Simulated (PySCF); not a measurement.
# Silicon: a sound run and one with changed settings

Sound run: Si [Ne] 3s2 3p2, Si⁺ [Ne] 3s2 3p1. Calculation: PySCF 2.14, in jorge-DZP-DKH; the spin-free X2C one-electron Hamiltonian (Gaussian nucleus). In the sound run the correlated levels freeze [Ne]. The sound run starts from symmetry-adapted Hartree-Fock orbitals and uses a fine grid where one is needed.

A second run was set up differently.

| species | method | sound run (hartree) | changed run (hartree) | converged |
| --- | --- | --- | --- | --- |
| Si | MP2 | -289.49563 | -289.45445 | yes |
| Si | CCSD(T) | -289.51556 | -289.45661 | yes |

Ionisation energy of Si:

| method | sound run (eV) | changed run (eV) |
| --- | --- | --- |
| UHF | 7.621 | 7.621 |
| MP2 | 7.905 | 7.747 |
| SCS-MP2 | 7.832 | 7.663 |
| CCSD | 7.925 | 7.805 |
| CCSD(T) | 7.936 | 7.805 |
| CCSDT | n/a | 7.805 |
| FCI | n/a | 7.805 |

Q: What was changed?
A. too few SCF iterations
B. a valence shell is frozen
C. level shift left on
D. all electrons correlated in a valence basis

A: B. Freezing a valence shell removes pair correlation that changes on ionisation.
